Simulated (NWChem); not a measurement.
## Atomisation of hydrogen fluoride (HF)

SMILES: F
```xyz
2

F      0.0000     0.0000     0.0932
H      0.0000     0.0000    -0.8391
```
Charge 0, spin multiplicity 1.

The numbers come from NWChem runs, not from measurements. All single points use one geometry, from PBE/def2-SVP, a minimum by its harmonic frequencies.

Basis set: def2-TZVP. The atomisation energy is electronic alone: no zero-point, thermal, spin-orbit or counterpoise terms. No value is extrapolated to the basis-set limit. Free atoms are single determinants with multiplicities F 2, H 2.

B3LYP has NWChem's definition, with VWN1-RPA local correlation. The stability of the SCF solutions was not checked. Open-shell Hartree-Fock references start from PBE0 orbitals.

Problem. For the atomisation energy, HF gives 94.6 kcal/mol and LDA (SVWN5) gives 159.7 kcal/mol. What do B3LYP, PBE, PBE0 give?

Solution. B3LYP: 136.9 kcal/mol; PBE: 139.7 kcal/mol; PBE0: 134.6 kcal/mol.
